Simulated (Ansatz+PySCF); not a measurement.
**doublet NO₂: levels of theory in one basis**

```xyz
3

N    -0.0044    0.0002   -0.3238
O    -0.0062    1.0874    0.1433
O     0.0036   -1.0974    0.1459
```

Basis set: def2-SVP (spherical functions). Frozen core: 3 orbitals. Correlation on ROHF uses semicanonical orbitals with singles. Charge 0, multiplicity 2.

Computed with Ansatz (development build ahead of 0.2.0); each method stands on the lowest determinant of its kind that the runs found. NEVPT2 correlates all electrons. Active spaces start from the frontier orbitals, and the lowest solution found is given.

```tsv
method	E − E(ROHF) (eV)	<S²> of the determinant
ROHF	0.00	0.75
UHF	-0.23	0.82
ROHF-MP2	-15.04	–
UHF-MP2	-14.74	0.82
ROHF-CCSD	-14.66	–
UHF-CCSD	-14.67	0.82
ROHF-CCSD(T)	-15.32	–
UHF-CCSD(T)	-15.30	0.82
CASSCF(11,9)	-4.49	–
```

Task: What does SC-NEVPT2(11,9) give on the same scale?

Result: -14.38 eV. NEVPT2 here correlates all electrons, so it doesn't share the others' frozen core.

Task: Is a single determinant a sound starting point here?

Result: Only with care. Unrestricted orbitals gain 0.23 eV and <S²> is 0.82 against 0.75 for a pure state, but some CASSCF occupations are a tenth or more from whole numbers. The CASSCF(11,9) natural occupations are 1.98, 1.97, 1.97, 1.96, 1.93, 1.03, 0.10, 0.04, 0.02.

Caution for UHF-MP2: another reference gives a lower total.
